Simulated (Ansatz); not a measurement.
Basis-set extrapolation for C5H8, SMILES `CC=C=CC` (PBE0-D4/def2-TZVP geometry, frozen core, the Gaussian-basis code of Ansatz). Multiplicity 1, RHF reference.

|  | def2-TZVPP | def2-QZVPP |
| --- | --- | --- |
| HF | -194.012821 | -194.021558 |
| MP2 correlation | -0.823228 | -0.875011 |
| CCSD(T) correlation | -0.908142 | not run |

Energies in hartree. Use E(X) = E(∞) + A·exp(−7.88·√X) for Hartree–Fock and E(X) = E(∞) + B·X^(−2.97) for correlation, with X = 3 and 4, and add CCSD(T) minus MP2 of the smaller set to the MP2 limit.

What is the CCSD(T) energy at the basis-set limit?

HF limit: -194.021558 + (-0.008737) × 0.13774 = -194.02276. MP2 limit: -0.875011 + (-0.051783) × 0.74074 = -0.91337. Higher-order term: -0.908142 − (-0.823228) = -0.08491. Total: -195.02104 hartree, 262.8 kJ/mol below CCSD(T)/def2-TZVPP.
